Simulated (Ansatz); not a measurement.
**BH₂ radical: geometry and frequencies at several levels**

One table from this session's results is given with a row withheld; the runs are named, their logs left out.

Method: the levels named in each step, in Ansatz 0.2.0.

## The system as given

Bond lengths: B1–H2 1.159 Å, B1–H3 1.159 Å. Angles: H2–B1–H3 128.8°.

As a file:

```xyz
3

B     0.0003    0.0787   -0.0006
H    -1.0470   -0.4176   -0.0019
H     1.0435   -0.4264    0.0086
```

The first run:

The input, input.yaml:

```yaml
crystal:
  periodic: [false, false, false]
  atoms:
    - { symbol: B, position_ang: [0.00033, 0.07869, -0.00062] }
    - { symbol: H, position_ang: [-1.04703, -0.41764, -0.00195] }
    - { symbol: H, position_ang: [1.04347, -0.42636, 0.00858] }
magnetization:
  spin_polarized: true
  initial_magnetization: 1
basis:
  gaussian: { orbitals: def2-SVP }
hamiltonian:
  xc: pbe
  dispersion: d4
relax:
  f_tol: 0.03
  max_steps: 200
```

The run is started by

```
$ ansatz run input.yaml --threads 1 --pin off --max-ram 2560MiB --backend cpu --events-out ev --progress --plain --runs-dir out
```

Among the steps run: A rough first relaxation, PBE-D4/def2-SVP; Relaxation, PBE0-D4/def2-TZVPP; Frequencies, PBE0-D4/def2-TZVPP; Relaxation, PBE-D4/def2-TZVPP; Frequencies, PBE-D4/def2-TZVPP; Relaxation, r2SCAN-D4/def2-TZVPP; Frequencies, r2SCAN-D4/def2-TZVPP; Relaxation, B3LYP-D4/def2-TZVPP; Frequencies, B3LYP-D4/def2-TZVPP; Relaxation, B2PLYP/def2-TZVPP; Frequencies, B2PLYP/def2-TZVPP.

One table of the session follows, with a row left open; its other results are not shown here.

It belongs to the step «Geometries side by side». 

| level | B1–H2 (Å) | B1–H3 (Å) | dipole (D) | highest frequency (cm⁻¹) |
| --- | --- | --- | --- | --- |
| PBE0-D4/def2-TZVPP | 1.1907 | 1.1907 | 0.50 | 2755 |
| PBE-D4/def2-TZVPP | 1.1971 | 1.1971 | 0.51 | 2696 |
| r2SCAN-D4/def2-TZVPP | 1.1894 | 1.1894 | 0.46 | 2752 |
| B3LYP-D4/def2-TZVPP | 1.1859 | 1.1859 | 0.49 | 2757 |
| B2PLYP/def2-TZVPP | ? | ? | ? | ? |

Estimate the missing values for B2PLYP/def2-TZVPP.

The run gave: B1–H2 (Å): 1.1838; B1–H3 (Å): 1.1838; dipole (D): 0.49; highest frequency (cm⁻¹): 2785. In the column «B1–H2 (Å)» it is the lowest.
